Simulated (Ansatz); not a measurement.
# C2H6OS: the cost of one run

Program: Ansatz 0.2.0. Level of theory: the levels named in each step. These are calculated values, not measurements.

### Step 1. The starting structure

Bond lengths: O1–C2 1.399 Å, C2–C3 1.525 Å, C3–S4 1.830 Å, O1–H5 0.967 Å, C2–H6 1.102 Å, C2–H7 1.093 Å, C3–H8 1.089 Å, C3–H9 1.089 Å, S4–H10 1.333 Å. Angles: O1–C2–C3 112.6°, O1–C2–H6 110.8°, O1–C2–H7 106.2°, C3–C2–H6 109.5°, C3–C2–H7 109.2°, H6–C2–H7 108.4°, C2–O1–H5 108.2°, C2–C3–S4 111.4°, C2–C3–H8 111.5°, C2–C3–H9 110.3°, S4–C3–H8 108.7°, S4–C3–H9 105.0°, H8–C3–H9 109.8°, C3–S4–H10 96.1°.

Coordinates:

```xyz
10

O    -1.3581   -1.3187   -0.0055
C    -0.3590   -0.9773   -0.9231
C     0.0353    0.4940   -0.8402
S     0.7853    0.8950    0.7804
H    -1.0846   -1.0065    0.8684
H     0.5348   -1.6063   -0.7802
H    -0.7709   -1.1845   -1.9145
H     0.7394    0.7626   -1.6260
H    -0.8490    1.1270   -0.9053
H     1.8643    0.1272    0.6311
```

### Step 2. A rough first relaxation, PBE-D4/def2-SVP

This run stands in another session on the same molecule. It ended at:

```xyz
10

O    -1.3118   -1.3306    0.0598
C    -0.3829   -0.9888   -0.9355
C     0.0451    0.4786   -0.8529
S     0.6988    0.9050    0.8142
H    -0.9438   -0.9487    0.8883
H     0.5379   -1.6309   -0.9065
H    -0.8628   -1.1711   -1.9225
H     0.7859    0.7459   -1.6339
H    -0.8363    1.1419   -0.9708
H     1.8073    0.1112    0.7447
```

### Step 3. Relaxation, PBE0-D4/def2-TZVPP

This run stands in another session on the same molecule. It ended at:

```xyz
10

O    -1.3261   -1.3189    0.0370
C    -0.3756   -0.9757   -0.9335
C     0.0491    0.4775   -0.8423
S     0.7180    0.9032    0.7892
H    -0.9833   -1.0086    0.8828
H     0.5140   -1.6194   -0.8696
H    -0.8390   -1.1546   -1.9075
H     0.7725    0.7310   -1.6182
H    -0.8184    1.1295   -0.9615
H     1.8261    0.1485    0.7087
```

### Step 4. Frequencies, PBE0-D4/def2-TZVPP

input.yaml reads:

```yaml
crystal:
  periodic: [false, false, false]
  atoms:
    - { symbol: O, position_ang: [-1.32613814, -1.31892083, 0.03695634] }
    - { symbol: C, position_ang: [-0.37558424, -0.97571962, -0.9335135] }
    - { symbol: C, position_ang: [0.04914568, 0.47754292, -0.84227868] }
    - { symbol: S, position_ang: [0.71799631, 0.90322686, 0.78915346] }
    - { symbol: H, position_ang: [-0.98325451, -1.00856699, 0.88284072] }
    - { symbol: H, position_ang: [0.51404017, -1.61939985, -0.869623] }
    - { symbol: H, position_ang: [-0.83896104, -1.15460378, -1.90750946] }
    - { symbol: H, position_ang: [0.7724842, 0.73101643, -1.61824428] }
    - { symbol: H, position_ang: [-0.81843231, 1.12945713, -0.96150625] }
    - { symbol: H, position_ang: [1.82611385, 0.14849774, 0.70874464] }
basis:
  gaussian: { orbitals: def2-TZVPP }
hamiltonian:
  xc: pbe0
  dispersion: d4
phonons: {}
```

Command:

```sh
$ ansatz run input.yaml --threads 4 --pin off --max-ram 10240MiB --backend cpu --events-out ev --progress --plain --runs-dir out
```

**Question.** How long does this run take on 4 threads of Intel Xeon at 2.50GHz (Skylake/Cascade Lake), shared host, and how much memory does it need?

About 5.3 min, with a peak of 0.56 GiB.
